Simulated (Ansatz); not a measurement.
Geometry optimisation, RKS B3LYP/6-31G* (Ansatz 0.2.0).

Input:

```yaml
crystal:
  periodic: [false, false, false]
  atoms:
    - { symbol: B, position_ang: [0.031657, 0.339497, -0.029326] }
    - { symbol: F, position_ang: [-0.100842, 0.423322, 1.293695] }
    - { symbol: H, position_ang: [1.125191, 0.462841, -0.492445] }
    - { symbol: H, position_ang: [-0.967716, 0.271622, -0.682665] }
    - { symbol: O, position_ang: [0.173143, -2.192341, 0.553983] }
    - { symbol: H, position_ang: [-0.743688, -2.472066, 0.402441] }
    - { symbol: H, position_ang: [0.124055, -1.686474, 1.398916] }
basis:
  gaussian: { orbitals: "6-31G*" }
hamiltonian:
  xc: b3lyp
relax:
  f_tol: 0.03
  max_steps: 50
```

Launched with:

```bash
$ ansatz run input.yaml --threads 1 --pin off --max-ram 2048MiB --backend cpu --events-out ev --progress --plain --runs-dir out
```

Question: Where does it end, and by what steps?

Answer: The forces met the threshold. The force dipped under the threshold on the way, but the program's further checks kept it going. After 18 steps the energy has fallen by 0.221 eV; H7 moved furthest, 0.58 Å. Joined: B1–O5.

| step | energy less start (eV) | largest force component (eV/Å) | accepted |
| --- | --- | --- | --- |
| 0 | 0.0000 | 0.580 | yes |
| 1 | -0.0417 | 1.599 | yes |
| 2 | -0.0904 | 1.806 | yes |
| 3 | -0.1780 | 1.224 | yes |
| 4 | -0.2067 | 0.171 | yes |
| 5 | -0.2101 | 0.055 | yes |
| 6 | -0.2114 | 0.166 | yes |
| 7 | -0.2151 | 0.084 | yes |
| 8 | -0.2111 | 0.573 | no |
| 9 | -0.2169 | 0.013 | yes |
| 10 | -0.2145 | 0.488 | no |
| 11 | -0.2178 | 0.056 | yes |
| 12 | -0.2183 | 0.170 | yes |
| 13 | -0.2203 | 0.020 | yes |
| 14 | -0.2202 | 0.223 | no |
| 15 | -0.2209 | 0.094 | yes |
| 16 | -0.2210 | 0.118 | yes |
| 17 | -0.2214 | 0.046 | yes |
| 18 | -0.2214 | 0.006 | yes |

```xyz
7
Properties=species:S:1:pos:R:3
B -0.009 0.030 0.053
F -0.395 0.487 1.288
H 1.149 0.188 -0.232
H -0.852 0.052 -0.806
O 0.023 -1.753 0.354
H -0.872 -1.984 0.658
H 0.599 -1.873 1.130
```

Time of the run: 32 s on 1 thread of Intel(R) Xeon(R) Platinum 8259CL CPU @ 2.50GHz (Skylake/Cascade Lake), with other jobs on the host, peak memory 0.14 GiB.
